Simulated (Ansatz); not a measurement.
One structure, 3 elements: Li3H, Na3H, Rb3H

Plane-wave DFT in Ansatz with scalar-relativistic PAW potentials, cutoff 420 eV, Γ-centred meshes chosen by cell and gap, Gaussian smearing with energies taken to zero width. Every cell was relaxed (cell and atoms) in a run of its own, within the symmetry of its start. Functional: PBE.

All members share space group Pm-3m and the same sites; only the element on one set of sites changes (Li, Na, Rb). Members needn't be the stable form of their composition. Energies over the elements, where given, are against the elements' standard states in the same functional (H₂, N₂, O₂ and halogens uncorrected, Hg as a solid). The first member:

Space group Pm-3m (No. 221). a = 3.890 Å, b = 3.890 Å, c = 3.890 Å, α = 90.00°, β = 90.00°, γ = 90.00°
| atom | site | symmetry | x | y | z |
| --- | --- | --- | --- | --- | --- |
| Li | 3c | 4/mm.m | 0.0000 | 0.5000 | 0.5000 |
| H | 1a | m-3m | 0.0000 | 0.0000 | 0.0000 |

| compound | V (Å³/atom) | a (Å) | energy over elements (eV/atom) |
| --- | --- | --- | --- |
| Li3H | 14.72 | 3.890 | 0.186 |
| Rb3H | 60.29 | 6.224 | 0.298 |

Q: Predict the member with Na.

A: V (Å³/atom) 26.29, a (Å) 4.720, energy over elements (eV/atom) 0.257. Interpolating linearly in period between Li and Rb would give 29.91 Å³/atom (13.8 % too large), with 0.224 eV/atom over the elements. Over the whole series the volume grows at each step down the group; all are metallic on the mesh; none is bound against its elements in this structure, and Li comes closest.